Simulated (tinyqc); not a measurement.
Worked calculation: MP2 on RHF in the sto-3g basis, frozen core, for CH3-, spin multiplicity 1. The basis has no diffuse functions, so it cannot describe the extra electron: this is an exercise in the method, not the real anion. One step of it, computed by the program tinyqc.

Problem. Second-order Moller-Plesset energy. E2 = sum_ijab (ia|jb) [2 (ia|jb) - (ib|ja)] / (e_i + e_j - e_a - e_b) over occupied i, j and virtual a, b; the opposite-spin part is (ia|jb)^2 / denominator, the rest is same-spin, and SCS-MP2 scales them by 6/5 and 1/3.

orbital energies (hartree): MO1 -10.366601, MO2 -0.410470, MO3 -0.097863, MO4 -0.097857, MO5 0.227430, MO6 1.082528, MO7 1.251081, MO8 1.251186

Two-electron integrals over orbitals (pq|rs), unique and non-zero (hartree); the lowest 1 orbital is frozen and left out:
```
(22|22) 0.493621    (32|22) -0.000121   (32|32) 0.125604    (33|22) 0.476663
(33|32) 0.068327    (33|33) 0.529119    (42|42) 0.125690    (43|42) -0.068250
(43|43) 0.054065    (44|22) 0.476808    (44|32) -0.068291   (44|33) 0.420762
(44|44) 0.529091    (52|22) -0.002093   (52|32) -2.18e-07   (52|33) -0.000918
(52|44) -0.000917   (52|52) 0.083638    (53|22) 7.85e-07    (53|32) -0.000484
(53|33) -0.000662   (53|44) 0.000662    (53|52) 0.000016    (53|53) 0.018724
(54|42) -0.000482   (54|43) 0.000661    (54|54) 0.018731    (55|22) 0.527608
(55|32) -0.000017   (55|33) 0.476823    (55|44) 0.476888    (55|52) 0.007178
(55|53) 4.72e-06    (55|55) 0.673065    (62|22) 0.066809    (62|32) 0.000049
(62|33) 0.034866    (62|44) 0.034943    (62|52) -0.001282   (62|53) 3.73e-06
(62|55) 0.136192    (62|62) 0.079177    (63|22) 0.000219    (63|32) -0.044336
(63|33) -0.043490   (63|44) 0.043674    (63|52) 0.000006    (63|53) 0.000894
(63|55) 0.000334    (63|62) 0.000278    (63|63) 0.062806    (64|42) -0.044128
(64|43) 0.043434    (64|54) 0.000890    (64|64) 0.062520    (65|22) -0.003904
(65|32) 0.000008    (65|33) -0.001578   (65|44) -0.001587   (65|52) 0.074673
(65|53) 0.000065    (65|55) 0.001449    (65|62) -0.004414   (65|63) -0.000006
(65|65) 0.074102    (66|22) 0.478068    (66|32) 0.000465    (66|33) 0.468060
(66|44) 0.467571    (66|52) -0.005162   (66|53) -3.55e-06   (66|55) 0.512478
(66|62) 0.051009    (66|63) -0.000055   (66|65) -0.006569   (66|66) 0.484942
(72|22) -0.000190   (72|32) 0.010689    (72|33) -0.019294   (72|44) 0.019100
(72|52) 1.06e-06    (72|53) 0.001461    (72|55) -0.000350   (72|62) -0.000097
(72|63) 0.043909    (72|65) 0.000012    (72|66) -0.000100   (72|72) 0.052819
(73|22) 0.067710    (73|32) -0.048574   (73|33) 0.016496    (73|44) 0.063494
(73|52) 0.002621    (73|53) 0.000579    (73|55) 0.119672    (73|62) 0.074804
(73|63) 0.030861    (73|65) -0.000597   (73|66) 0.046165    (73|72) 0.004442
(73|73) 0.109929    (74|42) 0.048790    (74|43) -0.023634   (74|54) -0.000579
(74|64) -0.030755   (74|74) 0.034951    (75|22) 0.000005    (75|32) 0.003508
(75|33) 0.001618    (75|44) -0.001609   (75|52) -0.000180   (75|53) 0.018364
(75|55) -0.000005   (75|62) 0.000013    (75|63) -0.000959   (75|65) -0.000116
(75|66) 0.000028    (75|72) 0.001284    (75|73) -0.001295   (75|75) 0.024451
(76|22) -0.000033   (76|32) 0.109748    (76|33) 0.059374    (76|44) -0.059218
(76|52) 0.000014    (76|53) -0.000587   (76|55) 0.000051    (76|62) 0.000093
(76|63) -0.041826   (76|65) 0.000020    (76|66) 0.000513    (76|72) 0.008261
(76|73) -0.048317   (76|75) 0.003116    (76|76) 0.109914    (77|22) 0.510731
(77|32) 0.023310    (77|33) 0.526056    (77|44) 0.462083    (77|52) 0.001423
(77|53) -0.000766   (77|55) 0.547777    (77|62) 0.078100    (77|63) -0.034047
(77|65) -0.000975   (77|66) 0.506107    (77|72) -0.028510   (77|73) 0.076483
(77|75) 0.000157    (77|76) 0.021223    (77|77) 0.588510    (82|42) 0.010627
(82|43) 0.019229    (82|54) 0.001462    (82|64) 0.043915    (82|74) -0.004831
(82|82) 0.052820    (83|42) 0.048705    (83|43) -0.023539   (83|54) -0.000577
(83|64) -0.030611   (83|74) 0.030894    (83|82) -0.004717   (83|83) 0.034812
(84|22) 0.067602    (84|32) 0.048700    (84|33) 0.063572    (84|44) 0.016432
(84|52) 0.002621    (84|53) -0.000576   (84|55) 0.119640    (84|62) 0.074806
(84|63) -0.030571   (84|65) -0.000590   (84|66) 0.046568    (84|72) -0.004896
(84|73) 0.044475    (84|75) 0.001300    (84|76) 0.048581    (84|77) 0.088148
(84|84) 0.110067    (85|42) 0.003508    (85|43) -0.001610   (85|54) 0.018363
(85|64) -0.000952   (85|74) 0.001300    (85|82) 0.001283    (85|83) 0.001299
(85|85) 0.024446    (86|42) 0.109678    (86|43) -0.059066   (86|54) -0.000582
(86|64) -0.041443   (86|74) 0.048556    (86|82) 0.008339    (86|83) 0.048475
(86|85) 0.003115    (86|86) 0.109719    (87|42) -0.024084   (87|43) 0.032388
(87|54) 0.000771    (87|64) 0.034529    (87|74) -0.006283   (87|82) 0.028264
(87|83) -0.006198   (87|85) -0.000176   (87|86) -0.021716   (87|87) 0.034533
(88|22) 0.510761    (88|32) -0.023845   (88|33) 0.461747    (88|44) 0.526353
(88|52) 0.001423    (88|53) 0.000772    (88|55) 0.547775    (88|62) 0.078198
(88|63) 0.034692    (88|65) -0.000977   (88|66) 0.505915    (88|72) 0.028067
(88|73) 0.088329    (88|75) -0.000168   (88|76) -0.021543   (88|77) 0.519928
(88|84) 0.076165    (88|88) 0.588701
```

Hartree-Fock energy = -38.79632365 hartree

Give: Terms; Pair energies; MP2 correlation energy; SCS-MP2 correlation energy; MP2 total energy.

Solution.

Terms (the 40 largest of 74):
```
i  j  a  b    (ia|jb)    (ib|ja)  denominator       term
4  4  8  8      0.110      0.110       -2.698  -4.49e-03
3  3  7  7      0.110      0.110       -2.698  -4.48e-03
5  5  6  6      0.074      0.074       -1.710  -3.21e-03
3  2  7  6      0.075      0.044       -2.842  -2.78e-03
2  3  6  7      0.075      0.044       -2.842  -2.78e-03
2  4  6  8      0.075      0.044       -2.842  -2.78e-03
4  2  8  6      0.075      0.044       -2.842  -2.78e-03
2  2  6  6      0.079      0.079       -2.986  -2.10e-03
3  3  6  6      0.063      0.063       -2.361  -1.67e-03
4  4  6  6      0.063      0.063       -2.361  -1.66e-03
4  3  8  7      0.044      0.031       -2.698  -9.57e-04
3  4  7  8      0.044      0.031       -2.698  -9.57e-04
2  2  7  7      0.053      0.053       -3.323  -8.40e-04
2  2  8  8      0.053      0.053       -3.323  -8.40e-04
4  4  7  7      0.035      0.035       -2.698  -4.53e-04
3  3  8  8      0.035      0.035       -2.698  -4.49e-04
3  3  7  6      0.031      0.031       -2.529  -3.77e-04
3  3  6  7      0.031      0.031       -2.529  -3.77e-04
4  4  6  7     -0.031     -0.031       -2.529  -3.74e-04
4  4  7  6     -0.031     -0.031       -2.529  -3.74e-04
4  3  6  8     -0.031     -0.031       -2.529  -3.71e-04
3  4  8  6     -0.031     -0.031       -2.529  -3.71e-04
4  3  8  6     -0.031     -0.031       -2.529  -3.69e-04
3  4  6  8     -0.031     -0.031       -2.529  -3.69e-04
5  5  7  7      0.024      0.024       -2.047  -2.92e-04
5  5  8  8      0.024      0.024       -2.048  -2.92e-04
4  2  6  8      0.044      0.075       -2.842  -2.01e-04
2  4  8  6      0.044      0.075       -2.842  -2.01e-04
2  3  7  6      0.044      0.075       -2.842  -2.01e-04
3  2  6  7      0.044      0.075       -2.842  -2.01e-04
3  4  8  7      0.031      0.044       -2.698  -1.98e-04
4  3  7  8      0.031      0.044       -2.698  -1.98e-04
5  2  6  6  -4.41e-03  -4.41e-03       -2.348  -8.30e-06
2  5  6  6  -4.41e-03  -4.41e-03       -2.348  -8.30e-06
2  4  7  8  -4.90e-03  -4.83e-03       -3.011  -8.07e-06
4  2  8  7  -4.90e-03  -4.83e-03       -3.011  -8.07e-06
4  2  7  8  -4.83e-03  -4.90e-03       -3.011  -7.65e-06
2  4  8  7  -4.83e-03  -4.90e-03       -3.011  -7.65e-06
2  3  8  8  -4.72e-03  -4.72e-03       -3.011  -7.39e-06
3  2  8  8  -4.72e-03  -4.72e-03       -3.011  -7.39e-06
```

Pair energies (hartree; pair i-j sums ij and ji):
```
pair  opposite spin  same spin
2-2       -3.78e-03          0
3-2          -0.005  -6.72e-04
3-3          -0.007          0
4-2          -0.005  -6.71e-04
4-3       -3.65e-03  -1.37e-04
4-4          -0.007          0
5-2       -1.91e-05          0
5-3       -3.99e-06  -1.19e-07
5-4       -3.99e-06  -1.19e-07
5-5       -3.79e-03          0
```

MP2 correlation energy = -0.03808 hartree

SCS-MP2 correlation energy = -0.04442 hartree

MP2 total energy = -38.83441 hartree
